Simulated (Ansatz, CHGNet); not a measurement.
Elastic constant C12 (GPa) along a series of related solids, from the machine-learned potential CHGNet-r²SCAN (trained on r²SCAN data); r²SCAN (PAW; Ansatz, an electronic-structure program).

| solid | CHGNet-r²SCAN | r²SCAN |
|---|---|---|
| hcp Be | 66.8 | 18.6 |
| hcp Mg | 26.4 | 26.0 |
| fcc Ca | 16.2 | 15.5 |
| fcc Sr | 12.5 | 10.2 |

Members of the series are missing where a level wasn't run or failed, where a doubt is noted on the run or the magnetic state, for phases of high temperature or layered ones, and where values are held back for tests.

Each level is taken at its own relaxed cell. Ansatz's density-functional and Hartree–Fock values are scalar-relativistic unless marked +SOC, with PAW data made under PBE.
